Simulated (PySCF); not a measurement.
The numbers below are computed, except where a source is named.
## SiHClF

SiHClF is a small molecule (built as: Si site whose three back bonds go to F, Cl, H), neutral, doublet. The structure was relaxed in the gas phase by PBE0-D3(BJ)/def2-SVP. No frequency run checks that it is a minimum.

SMILES: F[SiH]Cl

```
atom   x (Å)   y (Å)   z (Å)
 Si1  -0.420   0.074  -0.128
  F2   0.461  -0.333  -1.427
 Cl3  -0.085  -1.327   1.345
  H4   0.076   1.405   0.349
```

EPR values by unrestricted B3LYP, IGLO-III on Cl F Si, pcH-1 on H.

Task: Predict g and the largest hyperfine couplings. Where does the spin sit?

Result: g = 2.0001, 2.0021, 2.0076. The spin sits on Si1 (78 %, bonded to 1 Cl + 1 F + 1 H) by Mulliken populations.
```json
{"atom": "Si1", "isotope": "29Si", "isotropic (MHz)": "-903.2", "dipolar, principal values (MHz)": "-135.8, 66.5, 69.3"}
{"atom": "F2", "isotope": "19F", "isotropic (MHz)": "181.1", "dipolar, principal values (MHz)": "-122.1, -116.3, 238.4"}
{"atom": "H4", "isotope": "1H", "isotropic (MHz)": "228.3", "dipolar, principal values (MHz)": "-5.6, -1.2, 6.8"}
{"atom": "Cl3", "isotope": "35Cl", "isotropic (MHz)": "23.8", "dipolar, principal values (MHz)": "-21.7, -20.5, 42.2"}
```

Task: How do the isotropic couplings move with BHandHLYP?

Result: Si1 -903.2 to -940.0 MHz, F2 181.1 to 209.6 MHz, H4 228.3 to 228.0 MHz, Cl3 23.8 to 26.9 MHz.

The 2 runs behind this took 18 s in all, one thread each of Arm Neoverse V2 on a shared host, launched as `OMP_NUM_THREADS=1 python cluster_run.py task.json out`.
